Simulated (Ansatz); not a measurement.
Ansatz (an electronic-structure program) input (B97M-V/def2-TZVPD):

Ansatz 0.2 input:
```yaml
crystal:
  periodic: [false, false, false]
  atoms:
    - {symbol: C, position_ang: [-0.00121882, -0.00583875, 0.66227812]}
    - {symbol: C, position_ang: [0.00121882, 0.00583875, -0.66227812]}
    - {symbol: H, position_ang: [0.01665750, 0.91035156, 1.24013365]}
    - {symbol: H, position_ang: [-0.02119201, -0.93207417, 1.22382087]}
    - {symbol: H, position_ang: [0.02119201, 0.93207417, -1.22382087]}
    - {symbol: H, position_ang: [-0.01665750, -0.91035156, -1.24013365]}
basis:
  gaussian:
    orbitals: def2-TZVPD
hamiltonian:
  xc: {name: B97M-V}
output: {forces: true}
```

Output:

```
Functional definition: B97M-V
integrals: 0.03 GiB planned
552 factors; their error is unknown
mean field: 0.30 GiB planned
mean field evaluation 1: about -2133.4476 eV, gradient 4.8e1 eV
mean field evaluation 2: about -2129.1604 eV, gradient 6.1e1 eV
mean field evaluation 4: about -2139.2445 eV, gradient 4.9e-1 eV
mean field evaluation 8: about -2139.2217 eV, gradient 3.9e-3 eV
mean field -2139.22167708 eV, -78.6149466162 hartree, gradient 2.0e-5 eV, S^2 0.000000; 0 other end points of the search recorded, 0 dependent functions left out
the calculation of the forces begins
reference -2139.22172357 eV, -78.6149483246 hartree; 8, 8 occupied and 102, 102 virtual orbitals, 552 factors
Total energy: -2139.22172357 eV, -78.6149483246 hartree
Atom 0 at    -0.001219    -0.005839     0.662278 Å, force     0.000169     0.000810    -0.091917 eV/Å
Atom 1 at     0.001219     0.005839    -0.662278 Å, force    -0.000169    -0.000810     0.091917 eV/Å
Atom 2 at     0.016657     0.910352     1.240134 Å, force    -0.002520    -0.128590    -0.074243 eV/Å
Atom 3 at    -0.021192    -0.932074     1.223821 Å, force     0.002789     0.129879    -0.071954 eV/Å
Atom 4 at     0.021192     0.932074    -1.223821 Å, force    -0.002789    -0.129879     0.071954 eV/Å
Atom 5 at    -0.016657    -0.910352    -1.240134 Å, force     0.002520     0.128590     0.074243 eV/Å
Dipole moment:     0.000000     0.000000     0.000000 e Å
```
